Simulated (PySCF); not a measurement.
1-chloro-2-fluoroethene, C2H2ClF, SMILES F/C=C/Cl, point group Cs.

Level: B3LYP/pcSseg-1 in PySCF (density fitting, grid level 2); geometry and Hessian at that level, cubic constants and property derivatives from steps of ±0.6 along each species' dimensionless normal coordinates, second-order vibrational perturbation theory. The parent has the commonest isotopes.

Equilibrium geometry in the parent's principal axes a, b, c (Å):

```
atom      a      b     c
  F1  -2.30   0.05  0.00
  C2  -1.03  -0.39  0.00
  C3  -0.02   0.47  0.00
 Cl4   1.64  -0.06  0.00
  H5  -0.94  -1.47  0.00
  H6  -0.16   1.55  0.00
```

Ground-state constants (MHz). Parent: 54059.2, 2422.1, 2317.3. A species with one ²H: 43087.4, 2421.6, 2291.7.

**Question.** Which position carries the label?

**Answer.** Moments I = 505379/B are 9.3486, 208.6512, 218.0857 and 11.7292, 208.6951, 220.5226 u Å². With M = 79.9829 u and Δm = 1.0063 u, μ = MΔm/(M + Δm) = 0.9938 u. Kraitchman's equations give |a|, |b|, |c| = 0.223, 1.550, 0.089i Å. That is H6, whose equilibrium values are 0.164, 1.548, 0.000 Å. An imaginary value marks an atom near a principal plane, where vibrational terms outweigh the coordinate.
